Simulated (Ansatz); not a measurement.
## Worked example: correlation energy of C$_{2}$H$_{6}$S, singlet

Geometry: MP2(full)/6-31G*, from the G2/97 set.

```yaml
atoms:
  - { symbol: C, position_ang: [1.5629, 0.7481, 0.0000] }
  - { symbol: C, position_ang: [0.0486, 0.8951, 0.0000] }
  - { symbol: S, position_ang: [-0.7075, -0.7626, 0.0000] }
  - { symbol: H, position_ang: [-1.9867, -0.3590, 0.0000] }
  - { symbol: H, position_ang: [-0.2764, 1.4452, 0.8858] }
  - { symbol: H, position_ang: [-0.2764, 1.4452, -0.8858] }
  - { symbol: H, position_ang: [2.0351, 1.7338, 0.0000] }
  - { symbol: H, position_ang: [1.9035, 0.2064, 0.8855] }
  - { symbol: H, position_ang: [1.9035, 0.2064, -0.8855] }
```

Basis STO-3G; Ansatz 0.2.0. Only valence electrons are correlated (noble-gas cores frozen), which leaves 20 electrons in 18 orbitals. Prefix R: restricted or restricted open-shell reference.

Full CI isn't at hand for all of this; RCCSDTQ serves as the reference, and is uncertain by about the last step of the cluster series.

Runs differ by some tens of microhartree through their thresholds, so steps under 0.03 kcal/mol mean nothing.

```json
{"level": "RHF", "total energy (hartree)": "-471.474346"}
{"level": "RMP2", "total energy (hartree)": "-471.604893"}
{"level": "RCCSD", "total energy (hartree)": "-471.650463"}
{"level": "RCCSD(T)", "total energy (hartree)": "-471.651324"}
{"level": "RCCSDT", "total energy (hartree)": "-471.651537"}
{"level": "RCCSDT(Q)", "total energy (hartree)": "-471.651690"}
{"level": "RCCSDTQ", "total energy (hartree)": "-471.651712"}
```

What is the correlation energy at RCCSDTQ, and what share of it do RMP2 and RCCSDT recover?

E(corr) = -471.651712 − (-471.474346) = -0.177366 hartree = -4.826 eV. RMP2: -0.130547 / -0.177366 = 73.60 %. RCCSDT: -0.177191 / -0.177366 = 99.90 %.

By how many kcal/mol does RCCSD(T) miss RCCSDTQ (1 hartree = 627.509 kcal/mol), and which steps make up the rest?

-471.651324 − (-471.651712) = 0.000388 hartree = 0.24 kcal/mol. Steps: RCCSDT − RCCSD(T) = -0.13, RCCSDT(Q) − RCCSDT = -0.10, RCCSDTQ − RCCSDT(Q) = -0.01 kcal/mol. That is within 1 kcal/mol of the reference in this basis, which itself misses far more of the correlation at the basis-set limit.
